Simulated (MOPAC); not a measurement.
MOPAC input (PM3):

```
PM3 FORCE THERMO(298,298) PRECISE LET UHF MS=0.5 GEO-OK AUX(PRECISION=9) THREADS=1
HO2

O     0.06118685 1    0.68354773 1   -0.05183522 1
O     0.03543202 1   -0.58058171 1    0.00134522 1
H    -0.79032570 1   -0.83467932 1    0.41275647 1
```

Problem. Which zero-point energy does it print?

Solution. 9.86 kcal/mol, from the harmonic wavenumbers of PM3.
